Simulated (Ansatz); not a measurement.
System: bcc K. Method: LC-ωPBE (PAW; Ansatz, a quantum-chemistry and plane-wave program).

Numerical settings: plane-wave cutoff 460 eV, 10×10×10 k mesh, Fermi–Dirac smearing 0.05 eV, scalar-relativistic PAW data made under PBE.

Equation-of-state points:

```tsv
V (Å³/atom)	E − E_lowest (meV/atom)
76.946	2.01
79.119	0.38
80.995	0.00
83.020	0.53
85.045	1.94
```

Problem. Estimate the bulk modulus and its pressure derivative from these points.

Solution. V0 = 80.873 Å³/atom, B0 = 3.12 GPa, B′ = 3.7 (fit to the energies at full precision).

Measured, for comparison: bulk modulus 3.75 GPa (corrected for temperature and zero-point phonon effects; as tabulated in Levämäki et al. (2014), arXiv:1402.3671); equilibrium volume per atom 70.79 Å³/atom (low-temperature or extrapolated to 0 K; zero-point anharmonic expansion removed; as tabulated in Csonka et al. (2009), arXiv:0903.4037). Computed (rounded) less measured: bulk modulus -17 %, equilibrium volume per atom +14.2 %.

The computed numbers hold no vibrational or temperature effects.
